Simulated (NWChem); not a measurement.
# the pair F2···C2F2: a chain of runs

Aim: a single-point energy (singlet C2F4, PBE0-D3(BJ)/def2-SVPD), then the energy (singlet F2, PBE0-D3(BJ)/def2-SVPD), then the energy (singlet C2F2, PBE0-D3(BJ)/def2-SVPD), then a single-point energy (singlet F2, PBE0-D3(BJ)/def2-SVPD), then the energy (singlet C2F2, PBE0-D3(BJ)/def2-SVPD) of C2F4 and its partners. 

The calculation is run with NWChem 7.3.0.

## (1) The system as given

C2F4 has 6 atoms, charge 0, and is taken as a singlet. The two molecules were placed rigidly side by side, at 1.1 times their contact distance; the pair isn't optimised.

Bond lengths: F3–C4 1.277 Å, C4–C5 1.184 Å, C5–F6 1.277 Å. Angles: F3–C4–C5 180.0°, C4–C5–F6 180.0°.

## (2) The energy at PBE0-D3(BJ)/def2-SVPD (run 1)

File geom.nw:

```
start geom
title "C2F4 PBE0"
memory total 2200 mb
geometry units bohr noautosym nocenter noautoz
F   -1.10341108   0.40137783  -0.55746921
F    1.10341108  -0.40137783   0.55746921
F   -7.47069208   0.55040163   6.37661625
C   -5.37528817   1.59987993   5.79709394
C   -3.43348119   2.57261645   5.25999598
F   -1.33807727   3.62209475   4.68047367
end
basis spherical bse
F library def2-SVPD
C library def2-SVPD
end
dft
xc pbe0
disp vdw 4
grid fine
convergence energy 1e-08
iterations 100
mulliken
noprint "final vectors analysis"
end
task dft energy
```

Command:

```console
nwchem geom.nw > geom.out
```

The program printed:

```text
[...]
          Wavefunction type:  closed shell.
          No. of atoms     :     6
          No. of electrons :    48
[...]
          Charge           :     0
          Spin multiplicity:     1
[...]
          AO basis - number of functions:   132
[...]
              XC Information
              --------------
                         PBE0 Method XC Functional
                     Hartree-Fock (Exact) Exchange  0.250
          PerdewBurkeErnzerhof Exchange Functional  0.750
            Perdew 1991 LDA Correlation Functional  1.000 local
           PerdewBurkeErnz. Correlation Functional  1.000 non-local
[...]
 d= 0,ls=0.0,diis     1   -474.3655771637 -6.72D+02  9.84D-03  9.28D-01     1.9
[...]
 d= 0,ls=0.0,diis    10   -474.4476035931 -7.75D-09  3.91D-07  5.84D-09    16.3
         Total DFT energy =     -474.447603593085
      One electron energy =    -1051.110208947219
           Coulomb energy =      430.471477501658
    Exchange-Corr. energy =      -51.906822230341
 Nuclear repulsion energy =      198.099821840097
    Dispersion correction =       -0.001871757280
[...]
      Total Density - Mulliken Population Analysis
     ---------------------------------------------
    Atom       Charge   Shell Charges
 -----------   ------   -------------------------------------------------------
    1 F    9     9.00   1.99  1.19  0.77  0.02  3.22  1.71  0.07  0.01  0.01
    2 F    9     9.00   1.99  1.19  0.77  0.02  3.22  1.71  0.08  0.01  0.01
    3 F    9     9.45   1.99  1.14  0.79  0.14  3.34  1.86  0.14  0.01  0.03
    4 C    6     5.62   1.98  0.85  0.26 -0.09  2.09  0.41  0.08  0.04
    5 C    6     5.46   1.98  0.85  0.17 -0.15  2.09  0.39  0.08  0.04
    6 F    9     9.47   1.99  1.14  0.79  0.15  3.34  1.86  0.15  0.01  0.03
[...]
```

Wall time 17 s (1 thread of Intel Xeon 6975P-C (Granite Rapids), shared host); peak memory 0.12 GiB.

## (3) F2: a single-point energy at PBE0-D3(BJ)/def2-SVPD (run 2)

File calc.nw:

```
start calc
title "F2 PBE0"
memory total 2200 mb
geometry noautosym nocenter noautoz
   F       -0.583900       0.212400      -0.295000
   F        0.583900      -0.212400       0.295000
end
basis spherical bse
   * library def2-SVPD
end
dft
   xc pbe0
   mult 1
   disp vdw 4
   grid fine
   convergence energy 1e-08
   maxiter 100
   mulliken
   noprint "final vectors analysis"
end
task dft energy
```

Command:

```console
nwchem calc.nw > calc.out
```

The program printed:

```text
[...]
          Wavefunction type:  closed shell.
          No. of atoms     :     2
          No. of electrons :    18
[...]
          Charge           :     0
          Spin multiplicity:     1
[...]
          AO basis - number of functions:    46
[...]
              XC Information
              --------------
                         PBE0 Method XC Functional
                     Hartree-Fock (Exact) Exchange  0.250
          PerdewBurkeErnzerhof Exchange Functional  0.750
            Perdew 1991 LDA Correlation Functional  1.000 local
           PerdewBurkeErnz. Correlation Functional  1.000 non-local
[...]
 d= 0,ls=0.0,diis     1   -199.1416271746 -2.30D+02  8.95D-03  3.93D-01     0.2
[...]
 d= 0,ls=0.0,diis     7   -199.1704703246 -1.71D-12  5.62D-09  2.04D-13     0.7
         Total DFT energy =     -199.170470324579
      One electron energy =     -339.612116702736
           Coulomb energy =      129.824300901849
    Exchange-Corr. energy =      -20.541976000363
 Nuclear repulsion energy =       31.159453005178
    Dispersion correction =       -0.000131528507
[...]
      Total Density - Mulliken Population Analysis
     ---------------------------------------------
    Atom       Charge   Shell Charges
 -----------   ------   -------------------------------------------------------
    1 F    9     9.00   1.99  1.19  0.77  0.03  3.22  1.71  0.08  0.01  0.01
    2 F    9     9.00   1.99  1.19  0.77  0.03  3.22  1.71  0.08  0.01  0.01
[...]
```

It took 1.3 s on 1 thread of Intel Xeon 6975P-C (Granite Rapids), shared host; peak memory 0.11 GiB.

## (4) C2F2: a single-point energy at PBE0-D3(BJ)/def2-SVPD (run 3)

File job.nw:

```
start job
title "C2F2"
memory 2200 mb
charge 0

geometry noautosym nocenter noautoz
   F    -3.953320    0.291260    3.374360
   C    -2.844480    0.846620    3.067690
   C    -1.816920    1.361370    2.783470
   F    -0.708080    1.916730    2.476800
end

basis spherical bse
   * library def2-SVPD
end

dft
   xc pbe0
   disp vdw 4
   grid fine
   convergence energy 1e-08
   iterations 100
   mulliken
   print low
end

task dft
```

Command:

```console
nwchem job.nw > job.out
```

The program printed:

```text
[...]
 d= 0,ls=0.0,diis     1   -275.2227110051 -3.71D+02  1.38D-02  5.32D-01     0.7
[...]
 d= 0,ls=0.0,diis     8   -275.2758342056 -3.58D-11  2.71D-07  4.47D-11     4.8
         Total DFT energy =     -275.275834205639
      One electron energy =     -568.640450551785
           Coulomb energy =      229.220249646808
    Exchange-Corr. energy =      -31.365484726450
 Nuclear repulsion energy =       95.511112692449
    Dispersion correction =       -0.001261266662
[...]
      Total Density - Mulliken Population Analysis
     ---------------------------------------------
    Atom       Charge   Shell Charges
 -----------   ------   -------------------------------------------------------
    1 F    9     9.45   1.99  1.14  0.79  0.15  3.34  1.86  0.14  0.01  0.03
    2 C    6     5.55   1.98  0.85  0.21 -0.11  2.09  0.39  0.08  0.04
    3 C    6     5.55   1.98  0.85  0.21 -0.11  2.09  0.39  0.08  0.04
    4 F    9     9.45   1.99  1.14  0.79  0.15  3.34  1.86  0.14  0.01  0.03
[...]
```

Wall time 5.7 s (1 thread of Intel Xeon 6975P-C (Granite Rapids), shared host); peak memory 0.12 GiB.

## (5) F2 among ghost functions: a single-point energy at PBE0-D3(BJ)/def2-SVPD (with ghost functions) (run 4)

File run.nw:

```
start run
memory 2200 mb
charge 0

geometry units au noautosym nocenter noautoz
   F     -1.10341108     0.40137783    -0.55746921
   F      1.10341108    -0.40137783     0.55746921
   bqF     -7.470692     0.550402     6.376616
   bqC     -5.375288     1.599880     5.797094
   bqC     -3.433481     2.572616     5.259996
   bqF     -1.338077     3.622095     4.680474
end

basis "ao basis" spherical bse
   F library def2-SVPD
   bqF library F def2-SVPD
   bqC library C def2-SVPD
end

dft
   xc pbe0
   disp vdw 4
   grid fine
   convergence energy 1e-08
   maxiter 100
   mulliken
   print low
end

task dft energy
```

Command:

```console
nwchem run.nw > run.out
```

The program printed:

```text
[...]
 d= 0,ls=0.0,diis     1   -199.1419391927 -2.30D+02  3.20D-03  3.95D-01     1.7
[...]
 d= 0,ls=0.0,diis     8   -199.1708131581 -2.56D-12  1.39D-09  9.31D-14    12.4
         Total DFT energy =     -199.170813158122
      One electron energy =     -339.611821888534
           Coulomb energy =      129.822960968238
    Exchange-Corr. energy =      -20.541271514473
 Nuclear repulsion energy =       31.159450805153
    Dispersion correction =       -0.000131528507
[...]
      Total Density - Mulliken Population Analysis
     ---------------------------------------------
    Atom       Charge   Shell Charges
 -----------   ------   -------------------------------------------------------
    1 F    9     9.00   1.99  1.19  0.77  0.02  3.22  1.71  0.07  0.01  0.01
    2 F    9     9.00   1.99  1.19  0.77  0.02  3.22  1.71  0.08  0.01  0.01
    3 X    0    -0.00  -0.00  0.00 -0.00 -0.00 -0.00 -0.00 -0.00 -0.00  0.00
    4 X    0    -0.00  -0.00  0.00 -0.00  0.00  0.00 -0.00 -0.00  0.00
    5 X    0     0.00  -0.00  0.00  0.00  0.00 -0.00  0.00 -0.00  0.00
    6 X    0     0.00  -0.00  0.00 -0.00  0.00 -0.00 -0.00  0.00 -0.00  0.00
[...]
```

Run time: 13 s. Hardware: 1 thread of Intel Xeon 6975P-C (Granite Rapids), shared host; peak memory 0.11 GiB.

## (6) C2F2 among ghost functions: a single-point energy at PBE0-D3(BJ)/def2-SVPD (with ghost functions) (run 5)

File mymol.nw:

```
start mymol
memory total 2200 mb
charge 0
geometry units bohr noautosym nocenter noautoz
  F     -7.47069208     0.55040163     6.37661625
  C     -5.37528817     1.59987993     5.79709394
  C     -3.43348119     2.57261645     5.25999598
  F     -1.33807727     3.62209475     4.68047367
  bqF     -1.103411     0.401378    -0.557469
  bqF      1.103411    -0.401378     0.557469
end
basis spherical bse
  F library def2-SVPD
  C library def2-SVPD
  bqF library F def2-SVPD
end
dft
  xc pbe0
  disp vdw 4
  grid fine
  convergence energy 1e-08
  maxiter 100
  mulliken
  print low
end
task dft energy
```

Command:

```console
nwchem mymol.nw > mymol.out
```

The program printed:

```text
[...]
 d= 0,ls=0.0,diis     1   -275.2229148056 -3.71D+02  9.30D-03  5.33D-01     2.0
[...]
 d= 0,ls=0.0,diis     7   -275.2761009848  7.12D-10  6.66D-06  1.22D-07    11.6
         Total DFT energy =     -275.276100984776
      One electron energy =     -568.636092939665
           Coulomb energy =      229.215102412387
    Exchange-Corr. energy =      -31.364955014511
 Nuclear repulsion energy =       95.511105823647
    Dispersion correction =       -0.001261266634
[...]
      Total Density - Mulliken Population Analysis
     ---------------------------------------------
    Atom       Charge   Shell Charges
 -----------   ------   -------------------------------------------------------
    1 F    9     9.45   1.99  1.14  0.79  0.14  3.34  1.86  0.14  0.01  0.03
    2 C    6     5.62   1.98  0.85  0.26 -0.09  2.09  0.41  0.08  0.04
    3 C    6     5.46   1.98  0.85  0.17 -0.15  2.09  0.39  0.08  0.04
    4 F    9     9.47   1.99  1.14  0.79  0.15  3.34  1.86  0.15  0.01  0.03
    5 X    0     0.00   0.00 -0.00  0.00 -0.00 -0.00 -0.00  0.00 -0.00  0.00
    6 X    0     0.00  -0.00  0.00 -0.00  0.00 -0.00 -0.00  0.00 -0.00  0.00
[...]
```

Run time: 12 s. Hardware: 1 thread of Intel Xeon 6975P-C (Granite Rapids), shared host; peak memory 0.12 GiB.

## (7) Results

| quantity | value |
| --- | --- |
| run 1, PBE0-D3(BJ)/def2-SVPD: total energy | -474.44760 Eh |
| run 1, PBE0-D3(BJ)/def2-SVPD: dipole moment | 0.01 D |
| run 1, PBE0-D3(BJ)/def2-SVPD: dispersion energy | -4.91 kJ/mol |
| F2: total energy | -199.17047 Eh |
| F2: dipole moment | 0.00 D |
| F2: dispersion energy | -0.35 kJ/mol |
| C2F2: total energy | -275.27583 Eh |
| C2F2: dispersion energy | -3.31 kJ/mol |
| F2 among ghost functions: total energy | -199.17081 Eh |
| F2 among ghost functions: dispersion energy | -0.35 kJ/mol |
| C2F2 among ghost functions: total energy | -275.27610 Eh |
| C2F2 among ghost functions: dispersion energy | -3.31 kJ/mol |
| interaction energy of the rigid parts F2 and C2F2 (parts in their own basis; closest atoms 3.26 Å apart) | -0.035 eV |
| interaction energy of the rigid parts F2 and C2F2 (parts in the whole basis, counterpoise; closest atoms 3.26 Å apart) | -0.019 eV |

The interaction energy of the rigid parts F2 and C2F2 (parts in their own basis; closest atoms 3.26 Å apart) is −0.04 eV (−0.8 kcal/mol): the parts attract. Without counterpoise this holds the superposition error of the basis. The interaction energy of the rigid parts F2 and C2F2 (parts in the whole basis, counterpoise; closest atoms 3.26 Å apart) is −0.02 eV (−0.4 kcal/mol). The basis-set superposition error is 1.6 kJ/mol.
